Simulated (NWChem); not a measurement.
Everything below was run with NWChem. System: CN, charge 0, spin multiplicity 2, at a geometry optimised with UB3LYP/def2-SVP. The structure started from a generated list of species. Its SCF solution wasn't tested for a lower state. Level: ROCCSD(T)/def2-TZVP, 2 core orbitals frozen.

Job file:

```
start mol
memory heap 100 mb stack 700 mb global 1900 mb
geometry units angstroms nocenter noautoz
  C      0.000000     0.000000     0.630304
  N      0.000000     0.000000    -0.540261
  symmetry group C2v
end
basis spherical
  * library def2-tzvp
end
scf
  rohf
  nopen 1
  maxiter 100
  thresh 1e-7
  semidirect memsize 60000000 filesize 0
  # guess.movecs holds the orbitals of an unrestricted PBE0 run
  vectors input guess.movecs swap 5 7 output mol.movecs
end
tce
  freeze core 2
  ccsd(t)
  2eorb
  2emet 13
  thresh 1e-6
  maxiter 100
  tilesize 24
end
task tce energy
```

NWChem printed:

```
             Northwest Computational Chemistry Package (NWChem) 7.3.0
             --------------------------------------------------------

                                NWChem Input Module
                                -------------------

 Scaling coordinates for geometry "geometry" by  1.889725989
 (inverse scale =  0.529177249)

 Turning off AUTOSYM since
 SYMMETRY directive was detected!

                             Geometry "geometry" -> ""
                             -------------------------

 Output coordinates in angstroms (scale by  1.889725989 to convert to a.u.)

  No.       Tag          Charge          X              Y              Z
 ---- ---------------- ---------- -------------- -------------- --------------
    1 C                    6.0000     0.00000000     0.00000000     0.63030400
    2 N                    7.0000     0.00000000     0.00000000    -0.54026100

 Effective nuclear repulsion energy (a.u.)      18.9869374686

            Nuclear Dipole moment (a.u.)
            ----------------------------
        X                 Y               Z
 ---------------- ---------------- ----------------
     0.0000000000     0.0000000000    -0.0000056692

      Symmetry information
      --------------------

 Group name             C2v
 Group number             16
 Group order               4
 No. of unique centers     2

      Symmetry unique atoms

     1    2


 Summary of "ao basis" -> "" (spherical)
 ------------------------------------------------------------------------------
       Tag                 Description            Shells   Functions and Types
 ---------------- ------------------------------  ------  ---------------------
 *                         def2-tzvp                  on all atoms

 Summary of "ao basis" -> "ao basis" (spherical)
 ------------------------------------------------------------------------------
       Tag                 Description            Shells   Functions and Types
 ---------------- ------------------------------  ------  ---------------------
 C                         def2-tzvp                11       31   5s3p2d1f
 N                         def2-tzvp                11       31   5s3p2d1f

                                 NWChem SCF Module
                                 -----------------

  ao basis        = "ao basis"
  functions       =    62
  atoms           =     2
  closed shells   =     6
  open shells     =     1
  charge          =   0.00
  wavefunction    = ROHF
  use symmetry    = T
  symmetry adapt  = T

 Summary of "ao basis" -> "ao basis" (spherical)
 ------------------------------------------------------------------------------
       Tag                 Description            Shells   Functions and Types
 ---------------- ------------------------------  ------  ---------------------
 C                         def2-tzvp                11       31   5s3p2d1f
 N                         def2-tzvp                11       31   5s3p2d1f

      Symmetry analysis of basis
      --------------------------

        a1         28
        a2          6
        b1         14
        b2         14

 Forming initial guess at       0.1s

 Swapping ROHF orbitals     5    7

      Symmetry analysis of molecular orbitals - initial
      -------------------------------------------------

  Numbering of irreducible representations:

     1 a1          2 a2          3 b1          4 b2

  Orbital symmetries:

     1 a1          2 a1          3 a1          4 a1          5 b1
[...]
    1 C    6     5.83   0.86  1.12  0.55  0.63  0.11  1.10  1.07  0.30  0.02  0.05  0.01
    2 N    7     7.17   0.82  1.15  0.61  0.88  0.30  1.33  1.43  0.59  0.01  0.05  0.00

 Mulliken analysis of the open-shell density
 -------------------------------------------

    Atom       Charge   Shell Charges
 -----------   ------   -------------------------------------------------------
    1 C    6     0.92   0.00 -0.01  0.11  0.24  0.09  0.26  0.20  0.03 -0.00  0.00  0.00
    2 N    7     0.08   0.00 -0.00  0.00 -0.00  0.01  0.06  0.03 -0.02  0.00 -0.00  0.00

       Multipole analysis of the density wrt the origin
       ------------------------------------------------

     L   x y z        total         open         nuclear
     -   - - -        -----         ----         -------
     0   0 0 0     -0.000000     -1.000000     13.000000

     1   1 0 0      0.000000     -0.000000      0.000000
     1   0 1 0     -0.000000     -0.000000      0.000000
     1   0 0 1      0.903722     -1.769256     -0.000006

     2   2 0 0     -8.291748     -0.734619      0.000000
     2   1 1 0      0.000000     -0.000000      0.000000
     2   1 0 1      0.000000     -0.000000      0.000000
     2   0 2 0     -8.291748     -0.734619      0.000000
     2   0 1 1      0.000000     -0.000000      0.000000
     2   0 0 2     -7.561493     -4.707776     15.808646

                   NWChem Extensible Many-Electron Theory Module
                   ---------------------------------------------


            General Information
            -------------------
      Number of processors :     1
         Wavefunction type : Restricted open-shell Hartree-Fock
          No. of electrons :    13
           Alpha electrons :     7
            Beta electrons :     6
           No. of orbitals :   124
            Alpha orbitals :    62
             Beta orbitals :    62
        Alpha frozen cores :     2
         Beta frozen cores :     2
     Alpha frozen virtuals :     0
      Beta frozen virtuals :     0
         Spin multiplicity : doublet
    Number of AO functions :    62
       Number of AO shells :    22
        Use of symmetry is : on
      Symmetry adaption is : on
         Schwarz screening : 0.10D-09

          Correlation Information
          -----------------------
          Calculation type : Coupled-cluster singles & doubles w/ perturbation
   Perturbative correction : (T)
            Max iterations :      100
        Residual threshold : 0.10D-05
     T(0) DIIS level shift : 0.00D+00
     L(0) DIIS level shift : 0.00D+00
     T(1) DIIS level shift : 0.00D+00
     L(1) DIIS level shift : 0.00D+00
     T(R) DIIS level shift : 0.00D+00
     T(I) DIIS level shift : 0.00D+00
   CC-T/L Amplitude update :  5-th order DIIS
                I/O scheme : Global Array Library
        L-threshold :  0.10D-05
        EOM-threshold :  0.10D-05
 no EOMCCSD initial starts read in
 TCE RESTART OPTIONS
 SLICE:      F
 D4D5:       F
 quantumc:   F
 qrotation:  F
 pwtce:      F
 qducc:      F
 nacto:                         0
 nrotv:                         0
 nrot:                          0

            Memory Information
            ------------------
          Available GA space size is     249029112 doubles
          Available MA space size is     104854372 doubles

 Maximum block size supplied by input
 Maximum block size        24 doubles

 tile_dim =     23

 -------------------------------------------------

 Global array virtual files algorithm will be used

 Parallel file system coherency ......... OK

 4-electron integrals stored in orbital form

 v2    file size   =          1061275
 4-index algorithm nr.  13 is used
 imaxsize =       30
 imaxsize ichop =        0


CCSD iterations
 ---------------------------------------------------------
 Iter          Residuum       Correlation     Cpu    Wall
 ---------------------------------------------------------
    1   0.1988507452747  -0.3289571066544     0.4     0.4
    2   0.0629853281135  -0.3155791189873     0.4     0.4
    3   0.0632460645659  -0.3246827646655     0.4     0.4
    4   0.0601084698806  -0.3283578245855     0.4     0.4
    5   0.0849172305901  -0.3244702339637     0.4     0.4
    6   0.0054319551650  -0.3284652260166     0.4     0.4
    7   0.0055432251463  -0.3284272382466     0.4     0.4
    8   0.0024277826231  -0.3286697133156     0.5     0.5
    9   0.0054400677112  -0.3285044713264     0.4     0.4
   10   0.0042421187073  -0.3289065295398     0.4     0.4
   11   0.0003921633916  -0.3289146736481     0.4     0.4
   12   0.0002779031725  -0.3288827377668     0.4     0.4
   13   0.0001560886869  -0.3288992768402     0.5     0.5
   14   0.0002607649535  -0.3288839211292     0.4     0.4
   15   0.0002110485486  -0.3289018733421     0.4     0.4
   16   0.0000401735551  -0.3288940280942     0.4     0.4
   17   0.0000460780050  -0.3288922605653     0.4     0.4
   18   0.0000227412371  -0.3288952598580     0.4     0.4
   19   0.0000477501013  -0.3288933381516     0.4     0.4
   20   0.0000403711987  -0.3288970208748     0.4     0.4
   21   0.0000044901266  -0.3288967846043     0.4     0.4
   22   0.0000030456955  -0.3288964305607     0.5     0.5
   23   0.0000017209109  -0.3288965766280     0.4     0.4
   24   0.0000029009046  -0.3288964113855     0.4     0.4
   25   0.0000023753526  -0.3288966070929     0.3     0.3
   26   0.0000003955245  -0.3288965038609     0.3     0.3
 -----------------------------------------------------------------
 Iterations converged
 CCSD correlation energy / hartree =        -0.328896503860936
 CCSD total energy / hartree       =       -92.550233805762900

 Singles contributions
     7a1  (beta ) ---     4a1  (beta )       -0.2141841271

 Doubles contributions
 CCSD(T)
 Using plain CCSD(T) code
             total no. of tasks          927
 total no. of tasks / no. procs          927
                         wl_min            2           1.1
                         wl_max        97336           6.8
        thresh for no. of tasks          927

 CCSD[T]  correction energy / hartree =        -0.024536729542684
 CCSD[T] correlation energy / hartree =        -0.353433233403620
 CCSD[T] total energy / hartree       =       -92.574770535305589
 CCSD(T)  correction energy / hartree =        -0.020374219521604
 CCSD(T) correlation energy / hartree =        -0.349270723382540
 CCSD(T) total energy / hartree       =       -92.570608025284500

 Task  times  cpu:       15.6s     wall:       15.6s

 Total times  cpu:       15.6s     wall:       15.6s
```
